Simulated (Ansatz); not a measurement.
We consider rock-salt RbBr, described by HSE06 (plane waves, PAW; Ansatz, an electronic-structure program).

Settings: plane-wave cutoff 460 eV, 6×6×6 k mesh, Fermi–Dirac smearing 0.01 eV, scalar-relativistic PAW data made under PBE.

Results at a series of volumes:

```tsv
V (Å³/atom)	E − E_lowest (meV/atom)	P (GPa)
40.303	4.59	0.732
41.364	1.08	0.338
42.332	0.00	0.026
43.485	1.00	-0.293
44.546	3.78	-0.544
```

**Question.** Estimate the bulk modulus from the pressures at 41.364 and 43.485 Å³/atom, and compare it with a fit to all energies.

**Answer.** B = −V dP/dV. Between V = 41.364 and 43.485 Å³/atom, dP/dV = (-0.293 − (0.338))/(43.485 − 41.364) = -0.298 GPa per Å³/atom; at the midpoint 42.424 Å³/atom this gives B ≈ 12.6 GPa. The third-order Birch–Murnaghan fit gives V0 = 42.419 Å³/atom, B0 = 12.6 GPa, B′ = 5.0, which lies within 1 % of that estimate.

Measured, for comparison: bulk modulus 16 GPa (4 K, zero-point motion not removed; as tabulated in Doll and Stoll (1998), arXiv:cond-mat/9801031); equilibrium volume per atom 39.69 Å³/atom (low temperature, zero-point motion not removed; as tabulated in Doll and Stoll (1998), arXiv:cond-mat/9801031). Computed (rounded) less measured: bulk modulus -21 %, equilibrium volume per atom +6.9 %.

Static lattice: no zero-point or thermal effects.
